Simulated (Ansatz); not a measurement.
## H2As–AsH2, singlet: the ladder up to RCCSDT(Q)

Geometry: a PBE0/def2-TZVP stationary point for this spin, not checked as a minimum.

```xyz
6

As    0.0276    0.0000    1.2417
As    0.0276    0.0000   -1.2417
H    -1.0276    1.0883    1.3713
H    -1.0267   -1.0892    1.3713
H    -1.0276    1.0883   -1.3713
H    -1.0267   -1.0892   -1.3713
```

Basis cc-pVTZ; Ansatz 0.2.0. Only valence electrons are correlated (noble-gas cores and the filled d shells of p-block atoms frozen), which leaves 14 electrons in 114 orbitals. R marks a restricted (for open shells ROHF) determinant. No spin–orbit coupling is included, and no scalar relativity.

Full CI isn't at hand for all of this; RCCSDT(Q) serves as the reference, and is uncertain by the last step of the cluster series or more.

```
UHF ⟨S²⟩                          : 0.000
T1 diagnostic (RCCSD)             : 0.0138
largest doubles amplitude (RCCSD) : 0.068
```

```
   level  E − E(RHF) (eV)
    RMP2          -7.9235
   RCCSD          -9.0741
RCCSD(T)          -9.4360
```

Problem. Estimate how far RCCSDT(Q) in cc-pVTZ lies from RCCSD(T). The table doesn't fix it; the size of (T) and the diagnostics are the guide.

Solution. RCCSDT(Q) in cc-pVTZ lies 5.2 kJ/mol below RCCSD(T), which is 15 % of the (T) step (-34.9 kJ/mol). The diagnostics are small and the rest is a small part of (T), but (T) is large here. The miss exceeds 1 kcal/mol.

The other levels:

```
  level  E − E(RCCSDT(Q)) (kJ/mol)  share of correlation (%)     wall time
BCCD(T)                        5.0                     99.45  3.9 s (H100)
 RCCSDT                        1.8                     99.80             –
```

The correlation energy at RCCSDT(Q), counted from RHF, is -9.490 eV. That run took 33 s on 2 threads of AMD EPYC 7R13 with a shared H100 80 GB, shared host.

Times hold each run's SCF and search for its determinant on a shared host, so for small cases they say little of a method's own cost. Some runs computed forces too.

Atomization energy (electronic, same basis, no zero-point term; atoms at the same level, unrestricted beside the R rows where the molecule is a closed shell, but restricted open-shell past Ca, as are all atoms' steps beyond CCSDT(Q)) at RCCSDT(Q): 1320.3 kJ/mol. Errors of other levels:

```tsv
level	error (kJ/mol)
RHF	-444.5
RMP2	-57.8
RCCSD	-21.7
RCCSD(T)	-1.8
BCCD(T)	-1.6
RCCSDT	-1.4
```

This basis is far from its limit, so the value isn't to be set against a measured one.
